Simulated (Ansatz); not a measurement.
A made-up structure of SiH4SO, closed shell:

O1  (-1.070, -0.326, -0.794)
Si2  (0.022, 0.534, -0.135)
S3  (1.426, -0.738, -0.059)
H4  (-1.436, -1.230, -0.465)
H5  (0.592, 1.674, -1.043)
H6  (-0.475, 1.108, 1.265)
H7  (0.940, -1.022, 1.231)
(Å)

It is relaxed with PBE-D4/def2-SVP and then PBE0-D4/def2-TZVP (Ansatz 0.2.0). Atoms count as bonded within 1.22 times the sum of their covalent radii (H–H: 0.88 Å). The end point is not checked to be a true minimum.

(1) Does its bonding change? (A judgement: the text doesn't fix the answer.)

Results:

(1) Computed: No: no bond forms or breaks.

Where it ends: The first stage lowers the energy by 1.84 eV in 7 steps. It ends as SiH₄SO ([OH][SiH2][SH]):
```
7
angstrom
O -1.2855 -0.1979 -0.9351
Si -0.0269 0.5118 -0.1569
S 1.6363 -0.7952 0.1603
H -1.5941 -1.0453 -0.6109
H 0.4169 1.5962 -1.0554
H -0.4295 1.0238 1.1773
H 1.2828 -1.0934 1.4206
```

Labels in which every atom is bracketed show which atoms are joined, not bond orders.

For scale, one of the runs: PBE0-D4/def2-TZVP relaxation, 129 basis functions, launched by `ansatz run in.yaml --threads 2 --pin off --events-out ev --progress --plain --max-ram 4352MiB`. Hardware: 2 CPU threads of an Arm Neoverse V1, shared host. Wall time about 22 s.
